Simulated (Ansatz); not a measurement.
A nudged elastic band was laid between two geometries of BH3O + H4Si (10 atoms, charge 0, multiplicity 1).

The calculation used RKS PBE0-D4/6-31G* in Ansatz 0.2.0.

| Property | Result |
| --- | --- |
| movable images | 5 |
| climbing image | yes |
| spring | 5.0 eV/Å² |
| optimiser | quadratic models (default) |
| start path | through a guess of the saddle point |
| force threshold | 0.05 eV/Å |
| iteration limit | 60 |
| end points | relaxed |

Initial state:

```xyz
10
Properties=species:S:1:pos:R:3
B -0.053 -0.566 0.138
O -0.272 -1.460 1.124
H -1.184 -1.439 1.443
H 1.055 -0.525 -0.314
H -0.941 0.146 -0.261
Si 0.201 2.921 1.105
H 0.785 4.084 1.831
H 0.862 2.773 -0.219
H -1.260 3.136 0.917
H 0.418 1.685 1.909
```

Final state:

```xyz
10
Properties=species:S:1:pos:R:3
B 0.154 0.375 0.129
O -0.256 -0.421 1.564
H -1.158 -0.167 1.817
H 1.276 -0.024 -0.062
H -0.669 -0.057 -0.639
Si 0.016 2.359 0.536
H 0.855 2.757 1.723
H 0.438 3.246 -0.590
H -1.371 2.796 0.923
H 0.329 -0.108 2.272
```

(1) What changes between the two ends?

(2) Give the energies along the band, and the barrier.

(3) What is the geometry of the highest image?

Answers

(1) Bonds broken: Si6–H10. Bonds formed: B1–Si6, O2–H10. BH3O + H4Si becomes BH7OSi.

(2) The forces met the threshold. The highest image is number 4 of 0 to 6, 1.98 eV above the first end and 1.04 eV above the last; the last end lies 0.94 eV above the first. Neighbouring images differ by up to 1.5 eV, so the band resolves the path poorly. A vibrational analysis at the climbing image gives one clearly imaginary mode, 1366i cm⁻¹: a first-order saddle point. The orbitals stay closed-shell, which can raise the energy where a bond breaks towards radicals; this wasn't checked here.

```tsv
image	path coordinate (Å)	energy (eV)	Si6–H10 (Å)	B1–Si6 (Å)	O2–H10 (Å)
0	0.00	0.00	1.49	3.63	3.31
1	0.81	0.01	1.49	3.59	3.02
2	1.62	0.08	1.48	3.21	2.51
3	2.42	0.48	1.50	2.69	2.02
4	3.23	1.98	1.88	2.17	1.25
5	4.19	1.03	2.71	2.03	0.97
6	5.16	0.94	3.03	2.03	0.97
```

(3) 
```xyz
10
Properties=species:S:1:pos:R:3
B 0.169 0.230 0.332
O -0.170 -0.550 1.674
H -1.097 -0.824 1.619
H 1.326 0.109 0.046
H -0.672 0.099 -0.516
Si 0.055 2.358 0.759
H 1.050 2.938 1.707
H 0.421 2.756 -0.627
H -1.281 2.944 1.082
H -0.190 0.694 1.597
```

Run time: 4.6 min on 1 thread of Arm Neoverse V1, on a shared host, peak memory 0.12 GiB.
